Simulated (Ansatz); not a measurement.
## Voigt–Reuss–Hill bulk modulus of wurtzite GaN at several levels of theory

No measured value is used here.

| level (code) | value (GPa) | cell (Å³/atom) |
|---|---|---|
| LDA (Ansatz) | 203 | 11.05 |
| PBE (Ansatz) | [?] | 11.76 |
| r²SCAN (Ansatz) | 197 | 11.37 |
| B3LYP (VWN-RPA form) (Ansatz) | 183 | 11.68 |
| HSE06 (Ansatz) | 199 | 11.37 |
| Hartree–Fock (Ansatz) | [?] | 11.40 |

Task: What belongs in the gaps?

Result: 
- PBE (Ansatz, a quantum-chemistry and plane-wave program), value (GPa): 172
- Hartree–Fock (Ansatz), value (GPa): 221

Each level is taken at its own relaxed cell. Cutoffs and k meshes differ between the levels. Ansatz's density-functional and Hartree–Fock values are scalar-relativistic unless marked +SOC, with PAW data made under PBE.
